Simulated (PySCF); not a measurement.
# H₂O: how level, basis and relativity move the structure

Each row is its own optimisation.

Each entry is the lowest minimum that a search over a few typed start shapes (and spin states, where more than one is plausible) found, or that minimum re-optimised at the stated level; isomers with ligand–ligand bonds, or fragments after loss of a ligand pair, can lie lower. Open shells are unrestricted; no spin–orbit coupling; PySCF with density fitting.

| level | 2S+1 | point group | mean bond to O (Å) | lowest ω (cm⁻¹) | gap (eV) | distinct angles (°) | atomisation (kJ/mol) |
| --- | --- | --- | --- | --- | --- | --- | --- |
| B3LYP/def2-TZVP (no relativity) | 1 | C2v | 0.963 | 1617 | 8.98 | 105 | 951 |
| PBE/def2-TZVP (no relativity) | 1 | C2v | 0.971 | 1584 | 6.86 | 104 | 966 |
| PBE0/def2-TZVP (no relativity) | ? | ? | ? | ? | ? | ? | ? |

Problem. Fill in the row of PBE0/def2-TZVP (no relativity).

Solution. 2S+1: 1; point group: C2v; mean bond to O (Å): 0.960; lowest ω (cm⁻¹): 1624; gap (eV): 9.75; distinct angles (°): 105; atomisation (kJ/mol): 936.

Across these levels the mean bond spreads over 0.011 Å and the highest wavenumber over 161 cm⁻¹; all give the same point group.

Levels that gave another bonding pattern or an unsound solution are left out.
